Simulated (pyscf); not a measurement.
SnH₄ + NH₃ → SnH₂ [singlet] + NH₃ + H₂, a multi-bond step (singlet surface; H–Sn, H–Sn, H–N broken, H–N, H–H formed). PySCF, gas phase, ωB97X-D3(BJ)/def2-SVP geometries. Energies in kcal/mol from the separated reactants.

Small-basis levels: PySCF, no dispersion term, spherical d functions. 

**Question.** Quick B3LYP/6-31G*+LANL2DZ single points give ΔE‡ = 31.0 kcal/mol and ΔE = +22.7 kcal/mol. What does ωB97M-D3(BJ)/def2-TZVP give, and how far is the quick result from it?

**Answer.** ωB97M-D3(BJ)/def2-TZVP gives ΔE‡ = 33.3 kcal/mol and ΔE = +22.8 kcal/mol. B3LYP/6-31G*+LANL2DZ lies 2.3 kcal/mol under it in the barrier and 0.1 kcal/mol under it in the reaction energy, so on this step it holds to within 3.0 kcal/mol. ωB97M-D3(BJ)/def2-TZVP has limits of its own. On the product side the descent ends in a bound adduct, 9.1 kcal/mol under the separated species and 18.0 kcal/mol under the saddle at ωB97X-D3(BJ)/def2-TZVP. This is the saddle that the search found; another between the same sides may lie lower. In the def2 sets elements past Kr carry core potentials, without spin-orbit coupling.
